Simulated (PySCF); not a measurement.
## C3HO: g tensor and hyperfine couplings

Compound: C3HO (doublet state).
Structure used (GFN2-xTB), in Å, numbered top down from 1:
```xyz
5
C3HO angstrom
O      1.7351   -0.5552    0.0144
C      0.7130    0.0367   -0.0091
C     -0.1314    1.1912   -0.0624
C     -0.7405    0.0000    0.0014
H     -1.5677   -0.6698    0.0385
```

The hyperfine couplings belong to this conformer and change with its torsions.

Identity: `O=c1[c]c1` [radical].

Level of theory: PySCF, UKS B3LYP, pcH-1 on C H O, non-relativistic, mean-field spin-orbit, GIAO. Isolated species at its GFN2-xTB geometry (one conformer only). A GFN2-xTB geometry isn't a minimum of the functional, and hyperfine couplings can be far from their values at a DFT geometry.

- g1, g2, g3: 2.00033, 2.00119, 2.00602
- g_iso: 2.00251
- Form of g: rhombic: the two nearest values differ by 15 % of g3 − g1
- ⟨S²⟩: 0.7541 (exact 0.7500)
- Total energy: -189.99217 Eh
- Basis functions: 110

Hyperfine couplings atom by atom, in MHz; T1 to T3 are the principal values of the dipolar part:

| atom | isotope | a_iso | T1 | T2 | T3 | Mulliken spin population |
| --- | --- | --- | --- | --- | --- | --- |
| O1 | 17O | -18.6 | -80.8 | 38.9 | 42.0 | 0.24 |
| C2 | 13C | -22.3 | -22.0 | -11.8 | 33.8 | 0.08 |
| C3 | 13C | 179.2 | -50.2 | -44.7 | 94.9 | 0.47 |
| C4 | 13C | -7.9 | -28.4 | -19.3 | 47.6 | 0.20 |
| H5 | 1H | 42.3 | -12.8 | -1.9 | 14.7 | 0.01 |

The largest Mulliken spin populations are on C3 (+0.47), O1 (+0.24), C4 (+0.20) and C2 (+0.08). Three atoms exceed +0.15.

Axes: g1 points within 9° of the C2–C4 bond and g3 is normal to the molecular plane.

Under fast tumbling the dipolar parts average out, and these isotropic splittings remain: 1 × 1H (H5, I = 1/2, 2 lines) with 1.51 mT.

The 13C coupling of C3 (179.2 MHz) shows only in satellite lines or after enrichment, since that isotope makes up about 1.07 % of natural carbon.

The 17O coupling of O1 (-18.6 MHz) shows only in satellite lines or after enrichment, since that isotope makes up about 0.038 % of natural oxygen.

β density exceeds α density at some nuclei, such as C2 (-0.0198) and C4 (-0.0071), spin density in bohr⁻³. In a single determinant that takes different orbitals for the two spins, that is spin polarisation.
